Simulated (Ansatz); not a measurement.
`C#CCCCl` + `N=CCl` → `C#CC(=N)Cl` + `CCCl`  (formal exchange of groups at a C–C bond)

Isolated molecules relaxed with PBE0-D4/def2-TZVP in Ansatz; ΔE leaves out vibrations. CCSD(T)/CBS adds triple-zeta CCSD(T) − MP2 to the extrapolated MP2 energy (def2 sets, frozen cores). This one scheme is used for every species. DFT in def2-TZVPP. B3LYP here is the variant with VWN-RPA as its local correlation; programs differ in this. Each species was taken in one conformer, which may not be the lowest.

```tsv
level	ΔE (kJ/mol)	difference from CCSD(T)/CBS
PBE-D4	-17.1	-10.1
B3LYP-D4	-13.1	-6.1
ωB97X-V	-3.6	3.4
ωB97M-V	-4.4	2.6
PBE	-16.6	-9.6
r2SCAN	-16.8	-9.8
MP2/def2-TZVPP	-10.8	-3.8
CCSD/def2-TZVPP	-3.6	3.4
HF/CBS(def2)	5.3	12.3
MP2/CBS(def2)	-10.3	-3.3
CCSD(T)/CBS	-7.0	0
```

Largest T1 diagnostic among the species: 0.014.

In def2-TZVPP, CCSD(T) changes the Hartree–Fock value by −12.0 kJ/mol (the triples alone add −3.9 kJ/mol) and MP2 by −15.4 kJ/mol. From PBE to PBE0 (25 % exact exchange), in def2-TZVPP and without D4, ΔE moves by +7.2 kJ/mol.
